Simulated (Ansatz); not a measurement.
## A ladder of methods for Li2 (lithium dimer)

The species is Li2 (2 atoms), meant as a singlet with charge 0. As SMILES, `[Li][Li]`. The bond length is the measured one.

```xyz
2

Li    0.0000    0.0000    0.0000
Li    0.0000    0.0000    2.6729
```

Each level gives the energy change with the Li1–Li2 bond stretched from 2.673 to 4.009 Å (eV). The values are calculated.

| level | kind | program | value (eV) | less CCSDT/def2-SVP | CPU time (all runs) |
| --- | --- | --- | --- | --- | --- |
| HF/def2-SVP (restricted) | Hartree–Fock | Ansatz | 0.46 | +0.02 | 0.19 s |
| SVWN5/def2-SVP (restricted) | LDA | Ansatz | 0.47 | +0.03 | 1.1 s |
| revPBE/def2-SVP (restricted) | GGA | Ansatz | 0.43 | -0.01 | 1.6 s |
| BHLYP/def2-SVP (restricted) | global hybrid | Ansatz | 0.55 | +0.11 | 1.4 s |
| wB97X/def2-SVP (restricted) | range-separated hybrid | Ansatz | 0.56 | +0.12 | 7.4 s |
| RPA@PBE/def2-SVP (restricted) | RPA | Ansatz | 0.34 | -0.10 | 2.3 s |
| MP2/def2-SVP (restricted) | perturbation theory | Ansatz | 0.45 | +0.01 | 0.18 s |
| CCSDT/def2-SVP (restricted) | coupled cluster or CI | Ansatz | 0.44 | 0.00 | 0.67 s |
| FCI/3-21G | exact in the basis | Ansatz | 0.48 | +0.04 | 2.5 s |

CCSDT/def2-SVP (restricted) is the highest level here, not the true value. Its T1 diagnostic reaches 0.033, a sign that one reference may not serve. The first shape isn't each level's own minimum. The values span 0.34 to 0.56 eV. High-level rows in very small sets aren't better than simpler rows in larger ones. Times are those of the runs behind each value, whatever else they computed, on shared processors of several kinds: orders of magnitude only.
